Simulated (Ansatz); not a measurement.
Hexafluoroethane, C$_{2}$F$_{6}$. The species carries charge 0 and has multiplicity 1.

```xyz
8

F    -0.1022    0.7844   -1.5576
C     0.4642    0.0402   -0.6189
F     0.6785   -1.1759   -1.0994
F     1.6238    0.5821   -0.2762
C    -0.4642   -0.0402    0.6189
F    -1.6233   -0.5835    0.2765
F     0.1029   -0.7832    1.5582
F    -0.6796    1.1761    1.0986
```

(1) What are the harmonic wavenumbers in cm⁻¹ at PBE0-D4/def2-TZVP (Ansatz, finite differences of forces, unscaled)? (Best estimate.)

(2) Is this a minimum?

(3) Give the ideal-gas thermochemistry at 298.15 K and 1 bar (rigid rotor, harmonic oscillator; point group D3d, symmetry number 6).

## Answers

(1) Ansatz gave: 65, 214, 214, 348, 380, 380, 525, 525, 622, 622, 721, 821, 1135, 1254, 1254, 1272, 1272, 1425.

(2) Yes, all 18 modes are real.

(3) Zero-point energy 78.0 kJ/mol; H(298) − E = 98.1 kJ/mol; entropy 331.7 J/(mol·K), of which translation 170.3, rotation 101.8, vibration 59.6; G(298) − E = -0.8 kJ/mol. Modes under 100 cm⁻¹ are hindered rotations or soft bends, so the harmonic entropy is rough.
